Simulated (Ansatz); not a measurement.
We consider rock-salt HfN, described by BLYP in Ansatz (plane waves, PAW).

Run with plane-wave cutoff 520 eV, 24×24×24 k mesh, Fermi–Dirac smearing 0.1 eV (set by the program), scalar-relativistic PAW data made under PBE.

Cell (relaxed at this level):

```yaml
crystal:
  lattice:
    - [0.00000, 2.29808, 2.29808]
    - [2.29808, 0.00000, 2.29808]
    - [2.29808, 2.29808, 0.00000]
  atoms:
    - { symbol: Hf, position: [0.00000, 0.00000, 0.00000] }
    - { symbol: N, position: [0.50000, 0.50000, 0.50000] }
```

Question: Give the computed Voigt–Reuss–Hill bulk modulus, Young modulus, polycrystal shear modulus (Hill average), elastic constant C44, elastic constant C11 and elastic constant C12.

Answer: 
Voigt–Reuss–Hill bulk modulus: 245 GPa
Young modulus: 350 GPa
polycrystal shear modulus (Hill average): 139 GPa
elastic constant C44: 109 GPa
elastic constant C11: 509 GPa
elastic constant C12: 112 GPa

Measured, for comparison: elastic constant C44 150 GPa, elastic constant C11 679 GPa, elastic constant C12 119 GPa (temperature not stated, not corrected to a static lattice; as tabulated in Wu et al. (2005), arXiv:cond-mat/0412374). Computed (rounded) less measured: elastic constant C44 -27 %, elastic constant C11 -25 %, elastic constant C12 -6 %.

Elastic constants are with the ions relaxed.

Spin–orbit coupling is not included.

Static lattice: no zero-point or thermal effects.

Computing time: about 9 core-minutes (a rough figure).

Ansatz is a program for electronic structure.
